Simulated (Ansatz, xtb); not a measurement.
## C3H4F3+: which of two isomers lies lower

We compare a, `FCC[C+](F)F`, a singlet, with b, `C[C@H](F)[C+](F)F`, a singlet. Both are isolated ions in the gas phase, relaxed with r2SCAN-D4/def2-SVP; the shapes shown needn't be the lowest conformers.

a (Å):

```xyz
10

C    -0.3902    1.2355    0.1008
C    -0.1780   -0.1648   -0.1384
C     0.8963    1.8103    0.8401
F    -0.3676   -1.0325    0.7472
F     0.3036   -0.6159   -1.2093
F     1.0878    1.0966    1.9692
H    -0.5269    1.7737   -0.8496
H    -1.2443    1.3609    0.7858
H     1.7769    1.7400    0.1812
H     0.6554    2.8623    1.0659
```

b (Å):

```xyz
10

C    -1.0835   -1.3171    2.0594
C    -0.0376   -1.3452    0.9253
C     0.8550   -0.1760    1.0466
F     0.7157   -2.4604    0.9563
F     0.4227    0.9961    0.9493
F     2.0735   -0.2849    1.2878
H    -1.7096   -2.2077    1.9029
H    -0.5869   -1.3884    3.0368
H    -1.7128   -0.4180    2.0041
H    -0.5548   -1.2364   -0.0570
```

Task: Estimate E(b) − E(a) at the level CCSD(T)/def2-SVP + ΔMP2/def2-TZVPP.

Result: Calculated at CCSD(T)/def2-SVP + ΔMP2/def2-TZVPP: E(b) − E(a) = +5.7 kcal/mol, so structure a lies lower.

Level by level:

```csv
level,geometry,E(b) − E(a) (kcal/mol),departure from the last row (kcal/mol),"job, with rough time for the two"
r2SCAN-D4/def2-SVP,r2SCAN-D4/def2-SVP,+5.8,+0.1,"optimisation, 57 s"
HF/def2-SVP,r2SCAN-D4/def2-SVP,+6.1,+0.4,part of the CCSD(T) run
MP2/def2-SVP,r2SCAN-D4/def2-SVP,+6.2,+0.5,part of the CCSD(T) run
CCSD(T)/def2-SVP,r2SCAN-D4/def2-SVP,+5.9,+0.2,single point
CCSD(T)/def2-SVP + ΔMP2/def2-TZVPP,r2SCAN-D4/def2-SVP,+5.7,,"single point, 40 s"
```

As drawn, both hold the same kinds of bond in the same numbers. Structure a has 0 methyl groups, b 1.

The levels shown agree on the order. The largest departure from CCSD(T)/def2-SVP + ΔMP2/def2-TZVPP is that of MP2/def2-SVP, 0.5 kcal/mol. Levels run at GFN2-xTB geometries aren't shown. The last row adds to CCSD(T) the change of the MP2 difference between the two basis sets, here −0.2 kcal/mol.

With harmonic frequencies from r2SCAN-D4/def2-SVP (ideal gas, rigid rotor, one conformer each, 298.15 K, 1 atm): on the last row, ΔE + ΔZPE = +4.9 kcal/mol. A mode under 50 cm⁻¹ makes harmonic enthalpies and free energies unreliable, so none is given.

The correlated steps freeze 6 core orbitals. Run with Ansatz 0.2.0; the last row on 2 threads of Intel(R) Xeon(R) Platinum 8488C (Sapphire Rapids) on a shared host.
